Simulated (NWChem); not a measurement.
## Atomisation of hydrogen chloride (HCl)

```
Cl
H 1 1.2852
```
Charge 0, spin multiplicity 1.

Program: NWChem. All single points use one geometry, from PBE0/def2-SVP, a minimum by its harmonic frequencies.

Basis set: def2-TZVP. The atomisation energy is electronic alone: no zero-point, thermal, spin-orbit or counterpoise terms. No value is extrapolated to the basis-set limit. Free atoms are single determinants with multiplicities Cl 2, H 2.

B3LYP has NWChem's definition, with VWN1-RPA local correlation. The stability of the SCF solutions was not checked. Open-shell Hartree-Fock references start from PBE0 orbitals.

Task: For the atomisation energy, HF gives 76.1 kcal/mol and BLYP gives 103.6 kcal/mol. What do PBE0, B3LYP, BP86 give?

Result: PBE0: 104.1 kcal/mol; B3LYP: 104.1 kcal/mol; BP86: 108.1 kcal/mol.
